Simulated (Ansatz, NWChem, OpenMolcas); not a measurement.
**How methods differ on C2H3F3 (1,1,2-trifluoroethane)**

C2H3F3: 8 atoms, total charge 0, spin state singlet. SMILES: `FCC(F)F`. The coordinates come from a PBE0-D4/def2-TZVP relaxation. This is one conformer, not always the lowest.

Quantity: the vertical ionisation energy (to the doublet cation), in eV. The values are calculated.

| level | kind | program | value (eV) | less CCSD(T)/def2-SVP | CPU time (all runs) |
| --- | --- | --- | --- | --- | --- |
| BLYP/def2-SVP | GGA | Ansatz | 11.31 | -1.31 | 18 s |
| revPBE/def2-SVP | GGA | Ansatz | 11.35 | -1.27 | 17 s |
| r2SCAN/def2-SVP | meta-GGA | Ansatz | 11.80 | -0.82 | 35 s |
| B3LYP/def2-SVP | global hybrid | OpenMolcas | 12.13 | -0.49 | 93 s |
| CAM-B3LYP/def2-SVP | range-separated hybrid | NWChem | 12.42 | -0.20 | 2.3 min |
| PBE-QIDH/def2-SVP | double hybrid | Ansatz | 12.77 | +0.15 | 38 s |
| RPA@PBE0/def2-SVP | RPA | Ansatz | 12.43 | -0.19 | 39 s |
| MP2/def2-SVP | perturbation theory | Ansatz | 12.64 | +0.02 | 15 s |
| CCSD(T)/def2-SVP | coupled cluster or CI | Ansatz | 12.62 | 0.00 | 3.1 min |
| CCSD/def2-SVP | coupled cluster or CI | Ansatz | 12.81 | +0.19 | 2.4 min |

Differences are taken from CCSD(T)/def2-SVP for orientation; it has basis-set and higher-order errors of its own. The values span 11.31 to 12.81 eV. Times are those of the runs behind each value, whatever else they computed, on shared processors of several kinds: orders of magnitude only.
